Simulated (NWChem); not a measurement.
Extrapolating the CCSD(T) correlation energy of CH$_{2}$

```
C
H 1 1.1231
H 1 1.1231 2 100.29
```
Charge 0, spin multiplicity 1.

Everything below was run with NWChem. All single points use one geometry, from B3LYP/def2-SVP, a minimum by its harmonic frequencies.

The correlated methods keep 1 core orbital frozen. The structure started from a generated list of species. Coupled-cluster values serve here as a point of comparison, not as the truth.

Worked example. The CCSD(T) correlation energy is -169.66 mHa in cc-pVTZ and -177.40 mHa in cc-pVQZ. The form E(X) = E∞ + A/X³ turns the pair into an estimate of the basis-set limit.

E∞ = (4³·(-177.40) − 3³·(-169.66))/(4³ − 3³) = -183.0 mHa. The larger basis holds 97 % of that, at about 10 times the processor time of the smaller one. This is a two-point estimate.
